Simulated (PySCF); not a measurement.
**Molecular orbitals of MgO⁺**

TPSS at R = 1.841 Å; Mg def2-SVPD, O def2-SVPD; no relativity (PySCF 2.14). State: ²Π (doublet), unpaired electrons π ↑. Only the outer orbitals are listed, counted within each symmetry.

| spin | orbital | occ. | ε (eV) | on Mg (%) | main shells (%) |
| --- | --- | --- | --- | --- | --- |
| α | 1π | 1 | -57.21 | 100 | 100 Mg p |
| α | 1π | 1 | -57.17 | 100 | 100 Mg p |
| α | 4σ | 1 | -57.09 | 100 | 100 Mg p |
| α | 5σ | 1 | -28.57 | 2 | 96 O s |
| α | 2π | 1 | -14.65 | 2 | 98 O p |
| α | 6σ | 1 | -13.83 | 14 | 83 O p, 14 Mg s |
| α | 2π | 1 | -12.71 | 4 | 96 O p |
| α | 7σ | 0 | -10.33 | 102 | 88 Mg s, 14 Mg p |
| α | 3π | 0 | -6.49 | 100 | 98 Mg p |
| α | 3π | 0 | -6.35 | 100 | 96 Mg p |
| β | 1π | 1 | -57.22 | 100 | 100 Mg p |
| β | 1π | 1 | -57.18 | 100 | 100 Mg p |
| β | 4σ | 1 | -57.10 | 100 | 100 Mg p |
| β | 5σ | 1 | -26.69 | 3 | 95 O s |
| β | 6σ | 1 | -13.14 | 21 | 76 O p, 22 Mg s |
| β | 2π | 1 | -12.12 | 5 | 94 O p |
| β | 2π | 0 | -10.78 | 8 | 91 O p |
| β | 7σ | 0 | -10.24 | 96 | 80 Mg s, 16 Mg p, 9 O p |
| β | 3π | 0 | -6.38 | 99 | 96 Mg p |

Q: Which are the highest filled and the lowest empty level, where do they sit, and how wide is the gap?

A: Highest filled β 2π at -12.12 eV (in %: 94 O p); lowest empty β 2π at -10.78 eV (in %: 91 O p); the gap at TPSS is 1.34 eV. Both belong to one degenerate shell, split only by its one-sided filling, so this is no excitation gap.

```
bond order (Mayer)                                                                                                : 0.82
⟨S²⟩                                                                                                              : 0.759
charge on Mg (Mulliken, basis-dependent)                                                                          : 1.50
charge on Mg (Löwdin, basis-dependent)                                                                            : 1.41
dipole moment (positive dipole points towards O; it is taken about the centre of mass and depends on that origin) : -8.15 D
```

Shares are Mulliken populations and can fall outside 0 to 100 %.

The state is the lowest determinant that a PBE0 search found; another state may lie lower at other levels.
